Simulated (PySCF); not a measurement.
**NaP at ROHF**

Computed with ROHF; Na aug-cc-pVDZ, P aug-cc-pV(D+d)Z; no relativity (PySCF 2.14).

```
state                                           : ³Σ⁻ (triplet), unpaired electrons π ↑↑
bond length                                     : 2.691 Å
harmonic wavenumber                             : 286 cm⁻¹
force constant                                  : 0.635 mdyn/Å
rotational constant Be                          : 0.1764 cm⁻¹
anharmonicity ωexe                              : 1.13 cm⁻¹
vibration–rotation constant αe                  : 0.00115 cm⁻¹
well depth De to Na + P                         : 0.13 eV
dissociation energy D0                          : 0.12 eV
bond order (Mayer)                              : 0.65
dipole moment (positive dipole means Na(−)P(+)) : -8.71 D
```

Hartree–Fock leaves out correlation, which carries a large part of most bond energies and some tenths to 1 eV of ionisation energies. The state is the lowest determinant that a PBE0 search found; another state may lie lower at other levels.
